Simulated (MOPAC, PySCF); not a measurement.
H$_{4}$Si, SMILES `[SiH4]`, neutral singlet in the gas phase. 

Z-matrix (Å, degrees):
```
Si
H 1 1.4910
H 1 1.4910 2 109.47
H 1 1.4910 2 109.47 3 120.00
H 1 1.4910 2 109.47 3 -120.00
```
Charge 0, spin multiplicity 1.

All levels are single points at this geometry (B3LYP-D3(BJ)/def2-SVP); Pople sets use spherical d functions. Orbital energies aren't observables, and empty levels follow the basis.

HF/6-31G* in PySCF gives dipole (D) = 0.00.

### Question
Estimate the dipole (D) from each of these levels: B3LYP-D3(BJ)/def2-TZVP in PySCF; PBE-D3(BJ)/def2-TZVP in PySCF; B3LYP/3-21G in PySCF; B3LYP/6-31G* in PySCF; PM6 in MOPAC.

### Answer

| level | dipole (D) |
|---|---|
| B3LYP-D3(BJ)/def2-TZVP in PySCF | 0.00 |
| PBE-D3(BJ)/def2-TZVP in PySCF | 0.00 |
| B3LYP/3-21G in PySCF | 0.00 |
| B3LYP/6-31G* in PySCF | 0.00 |
| PM6 in MOPAC | 0.00 |
